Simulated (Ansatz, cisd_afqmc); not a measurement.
Species: CN, charge -1, singlet. CN- (parent SMILES [C]#N, singlet).
B3LYP-D3(BJ)/def2-TZVP minimum from Ansatz (an electronic-structure program):
```
C
N 1 1.1703
```
Charge -1, spin multiplicity 1.

Total energies in aug-cc-pVDZ, 10 correlated electrons, 2 frozen orbitals. UHF or UKS for unpaired electrons; spin-orbit terms are left out. Correlated methods leave the cores frozen. No relativity. AFQMC is phaseless with a CISD trial state; ± is one standard error, without the phaseless bias. Outlying blocks are dropped, and bars are widened where a walk drifts. Over all cases where full CI ran beside it in this data, AFQMC minus full CI had a median of +0.1 mEh and passed +0.4 mEh in a tenth of the cases.

```csv
method,program,energy (Eh),minus CCSDTQ (mEh)
HF,Ansatz,-92.32422,315.94
MP2,Ansatz,-92.61820,21.95
CCSD,Ansatz,-92.62400,16.16
CCSD(T),Ansatz,-92.63865,1.50
CCSDT(Q),Ansatz,-92.64036,-0.21
CCSDTQ,Ansatz,-92.64016,0.00
AFQMC/CISD,cisd_afqmc,-92.6396 ± 0.0004,0.5 ± 0.4
```

Rough core times of Ansatz's runs on a shared machine: CCSD(T) under 20 s, CCSDT(Q) 30 s, CCSDTQ 10 min.
